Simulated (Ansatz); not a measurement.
**Worked example: correlation energy of AlGaHCl (H-bridged), triplet**

Geometry: that of the AlGaHCl (H-bridged), singlet, kept fixed.

```xyz
4

Cl    0.0000    0.1900    2.8494
Al    0.0000   -0.4735    0.8266
Ga    0.0000    0.0705   -1.7658
H     0.0000    1.1158   -0.2090
```

Basis cc-pVDZ; Ansatz 0.2.0. Correlated methods freeze the noble-gas cores and the filled d shells of p-block atoms, which leaves 14 electrons in 44 orbitals. R marks a restricted (for open shells ROHF) determinant, U an unrestricted one. No spin–orbit coupling is included, and no scalar relativity.

Full CI isn't at hand for all of this; UCCSDT(Q) serves as the reference, and is uncertain by about the last step of the cluster series.

Runs differ by some tens of microhartree through their thresholds and, for an open shell, their frozen cores, so steps under 0.03 kcal/mol mean nothing.

```csv
level,total energy (hartree)
UHF,-2625.218302
UMP2,-2625.445711
UCCSD,-2625.482000
UCCSD(T),-2625.489638
UCCSDT,-2625.491160
UCCSDT(Q),-2625.491791
```

Question: What is the correlation energy at UCCSDT(Q), and what share of it do UMP2 and UCCSDT recover?

Answer: E(corr) = -2625.491791 − (-2625.218302) = -0.273489 hartree = -7.442 eV. UMP2: -0.227409 / -0.273489 = 83.15 %. UCCSDT: -0.272858 / -0.273489 = 99.77 %.

Question: By how many kcal/mol does UCCSD(T) miss UCCSDT(Q) (1 hartree = 627.509 kcal/mol), and which steps make up the rest?

Answer: -2625.489638 − (-2625.491791) = 0.002153 hartree = 1.35 kcal/mol. Steps: UCCSDT − UCCSD(T) = -0.96, UCCSDT(Q) − UCCSDT = -0.40 kcal/mol. Differences between like states or geometries often cancel part of this.
